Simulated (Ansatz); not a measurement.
Species: CCl₃, net charge 0, doublet state. It need not be the lowest isomer of its formula. SMILES: Cl[C](Cl)Cl
Geometry from a B3LYP-D3(BJ)/def2-TZVP (Ansatz, an electronic-structure program) optimisation:
```xyz
4

C     -0.0036     0.0008     0.2630
Cl    -0.0098     1.6900    -0.0363
Cl     1.4691    -0.8362    -0.0083
Cl    -1.4580    -0.8541    -0.0482
```
Charge 0, spin multiplicity 2.

Property: atomisation energy (electronic, to ground-state atoms); the coupled-cluster value holds the core correlation from cc-pwCVTZ, in kcal/mol. Valence correlation only, unless marked. Open shells are spin-unrestricted. Spin-orbit coupling is left out. Non-relativistic. Basis-set limits of correlation are two-point, X^-3; Hartree-Fock from the larger set. The bracket is a focal-point correction in the basis named.

Level to compare with: RI-MP2/CBS(cc-pV(T+d)Z,cc-pV(Q+d)Z)+[CCSD(T)-MP2]/cc-pV(T+d)Z plus the core term (Ansatz), 244.9 kcal/mol. It is a level with limits of its own, and the differences hold the functionals' basis error too.

Q: Rank these functionals by how close they come to RI-MP2/CBS(cc-pV(T+d)Z,cc-pV(Q+d)Z)+[CCSD(T)-MP2]/cc-pV(T+d)Z, closest first: r2SCANh/def2-TZVPD (Ansatz); wB97X-V/def2-TZVPD (Ansatz); r2SCAN/def2-TZVPD (Ansatz).

A: wB97X-V/def2-TZVPD (range-separated hybrid with VV10, 247.4 kcal/mol, difference 2.5), r2SCANh/def2-TZVPD (hybrid meta-GGA, 250.5 kcal/mol, difference 5.6), r2SCAN/def2-TZVPD (meta-GGA, 254.9 kcal/mol, difference 10.0)
